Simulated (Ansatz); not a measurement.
**Relaxing cobalt (hcp)**

Level of theory: DFT, revPBE, plane waves (420 eV) with PAW, scalar-relativistic (Ansatz 0.2.0). (PAW data from PBE, frozen cores regenerated.)

k-point mesh 14×14×8, Fermi-Dirac smearing 0.1 eV, no spin polarisation. Cell and atoms relax.

Starting structure:

```yaml
crystal:
  lattice:
    - [2.5070990085, 0.0, 0.0]
    - [-1.2535495042, 2.1712114311, 0.0]
    - [0.0, 0.0, 4.0686]
  atoms:
    - { symbol: Co, position: [0.3333333333, 0.6666666667, 0.25] }
    - { symbol: Co, position: [0.6666666667, 0.3333333333, 0.75] }
hamiltonian:
  xc: revpbe
  pseudopotentials:
    kind: paw
    azcp:
      Co: "pseudopotentials/Co.paw.azcp"
basis:
  ecutwfc: 420
  fft_grid_basis: typed
kpoints:
  mp_grid: { grid: [14, 14, 8], shift: [0, 0, 0] }
magnetization:
  spin_polarized: false
scf:
  occupations: { method: fermi_dirac, width: 0.1 }
relax:
  max_steps: 60
  f_tol: 0.01
  cell: {}
```

**Question.** What cell does the relaxation end in?

**Answer.** P6_3/mmc with a = 2.473 Å, c = 3.983 Å (c/a = 1.611); 10.54 Å³ per atom against 11.07 at the start (-4.8 %).

**Question.** How much energy does the relaxation gain?

**Answer.** 18.2 meV per atom.

Path of the relaxation (the plane waves are chosen anew near the end, which can shift the energy a little):

```json
{"step": "0", "E − E(final) (meV/atom)": "18.16", "V (Å³/atom)": "11.074", "P (GPa)": "-10.27", "max force (eV/Å)": "0.000"}
{"step": "1", "E − E(final) (meV/atom)": "3.34", "V (Å³/atom)": "10.771", "P (GPa)": "-4.76", "max force (eV/Å)": "0.000"}
{"step": "2", "E − E(final) (meV/atom)": "-0.42", "V (Å³/atom)": "10.522", "P (GPa)": "0.51", "max force (eV/Å)": "0.000"}
{"step": "3", "E − E(final) (meV/atom)": "-0.44", "V (Å³/atom)": "10.545", "P (GPa)": "-0.01", "max force (eV/Å)": "0.000"}
{"step": "4", "E − E(final) (meV/atom)": "-0.44", "V (Å³/atom)": "10.545", "P (GPa)": "0.00", "max force (eV/Å)": "0.000"}
{"step": "5", "E − E(final) (meV/atom)": "0.00", "V (Å³/atom)": "10.545", "P (GPa)": "-0.01", "max force (eV/Å)": "0.000"}
```

Spin polarisation is off here; a magnetic state may lie lower.
